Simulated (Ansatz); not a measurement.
This geometry of FH2OSi (5 atoms, charge 1, multiplicity 1) is a first-order saddle point.

Theory: Ansatz 0.2.0, RKS r2SCANh-D4/def2-SVP.

```xyz
5
Properties=species:S:1:pos:R:3
O -0.918 -0.461 -0.226
Si 0.423 0.223 0.101
F 0.575 1.736 -0.257
H -1.652 -1.074 -0.339
H 1.573 -0.424 0.720
```

(1) Which two structures does it join? (They come from a converged band through this point; their orientation in space is the band's.)

(2) How far does it lie above each of them?

Answers

(1) No bond is made or broken. The dihedral H4–O1–Si2–F3 changes from 0 to -180° by way of a nearly straight angle H4–O1–Si2 (up to 178°), not by a turn about the bond.

Initial state:

```xyz
5
Properties=species:S:1:pos:R:3
O -0.772 -0.798 -0.078
Si 0.431 0.181 0.115
F 0.356 1.680 -0.324
H -1.672 -0.749 -0.436
H 1.657 -0.314 0.722
```

Final state:

```xyz
5
Properties=species:S:1:pos:R:3
O -1.006 -0.351 -0.290
Si 0.388 0.243 0.082
F 0.584 1.753 -0.258
H -1.478 -1.195 -0.239
H 1.512 -0.450 0.704
```

(2) 0.097 eV above the first and 0.015 eV above the second. This is the barrier of this one path; another mechanism may lie lower. Limits of this set-up: the dipole of an ion depends on the origin.

The run took 65 s on 1 thread of Arm Neoverse V1, with other jobs on the host, peak memory 0.11 GiB.
